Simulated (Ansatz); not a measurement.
**Which isomer of CH5B2 gives these data?**

These gas-phase data were calculated for one isomer of CH5B2 at B3LYP-D3(BJ)/6-311G** (harmonic, unscaled wavenumbers; equilibrium rotational constants with average atomic masses):

| Property | Result |
| --- | --- |
| rotational constants | 43.22, 9.286, 8.101 GHz |
| all wavenumbers above 1500 cm⁻¹ | 3072, 2628, 2622, 2563, 2552 |

Candidates:

(1) `B[B]C`, a doublet
(2) `B[CH]B`, a doublet

Problem. Which candidate do the data belong to?

Solution. Candidate (2). 4 modes lie between 2350 and 2900 cm⁻¹, one for each B–H bond, while (1) has 2.

The same quantities for all candidates:

```
     rotational constants (GHz)   wavenumbers above 1500 cm⁻¹  E above the lowest, B3LYP-D3(BJ)/6-311G** (kcal/mol)
(1)         95.63, 6.625, 6.449  3069, 3056, 2998, 2614, 2555                                                   0.0
(2)         43.22, 9.286, 8.101  3072, 2628, 2622, 2563, 2552                                                   7.1
```

Each candidate is one conformer. Open shells are spin-unrestricted. Programs: Ansatz 0.2.0.
